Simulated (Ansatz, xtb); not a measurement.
## Ligand exchange: SiH2(CH3)Cl + BH(CH3)(NH2) → SiH2(CH3)(NH2) + BH(CH3)Cl

Gas-phase species: SiH2(CH3)Cl ((chlorosilyl)methane), singlet; BH(CH3)(NH2), singlet; SiH2(CH3)(NH2), singlet; BH(CH3)Cl, singlet. The partners trade Cl for NH2: Si–Cl and B–NH2 bonds give way to Si–NH2 and B–Cl.

Shapes, held fixed at every level: PBE0-D4/def2-TZVP. Flexible molecules stand in one conformer, not always the lowest. Programs: Ansatz 0.2.0, xtb 6.7.1. The zero-point and thermal change to 298 K, harmonic and unscaled (PBE0-D4/def2-TZVP), is -5.8 kJ/mol.

| level | kind | ΔH(298 K) (kJ/mol) | less CCSD(T)/CBS estimate |
| --- | --- | --- | --- |
| GFN2-xTB | semi-empirical | +76.8 | -10.9 |
| HF/def2-TZVPP | Hartree–Fock | +86.5 | -1.2 |
| r2SCAN-D4/def2-TZVPP | meta-GGA | +89.4 | +1.7 |
| B3LYP-D4/def2-TZVPP | global hybrid | +90.1 | +2.4 |
| r2SCAN0-D4/def2-TZVPP | global hybrid | +89.7 | +2.0 |
| wB97M-V/def2-TZVPP | range-separated hybrid | +89.7 | +2.0 |
| CCSD(T)/def2-SVP | coupled cluster or CI | +93.5 | +5.8 |
| CCSD(T)/CBS estimate | coupled cluster or CI | +87.7 | 0.0 |

The highest level, CCSD(T)/CBS estimate, gives ΔH(298 K) = +87.7 kJ/mol; the levels span +76.8 to +93.5. The column of differences is taken from that level and isn't an error. No measured value is set beside it here. The CBS estimate extrapolates MP2 from def2-TZVPP and def2-QZVPP and adds CCSD(T) − MP2 in the triple-zeta set, cores frozen.
